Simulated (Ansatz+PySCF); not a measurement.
**doublet CHN(+): levels of theory in one basis**

```xyz
3

C     0.0000    0.0000   -0.0213
N     0.0000    0.0000    1.1361
H     0.0000    0.0000   -1.1148
```

Basis set: cc-pVTZ (spherical functions). Correlated methods keep 2 orbitals frozen. Correlation on ROHF uses semicanonical orbitals with singles. Charge 1, multiplicity 2.

Computed with Ansatz (development build ahead of 0.2.0) and PySCF 2.14.0; each method stands on the lowest determinant of its kind that the runs found.

```
  method  E − E(ROHF) (eV)  <S²> of the determinant
    ROHF              0.00                     0.75
     UHF             -0.08                     0.76
ROHF-MP2             -7.44                        –
 UHF-MP2             -7.43                     0.76
```

(1) What does ROHF-CCSD(T) give on the same scale?

Results:

(1) -8.35 eV.

Caution for ROHF-MP2, UHF-MP2: MP2 on this radical cation hangs on the determinant chosen.
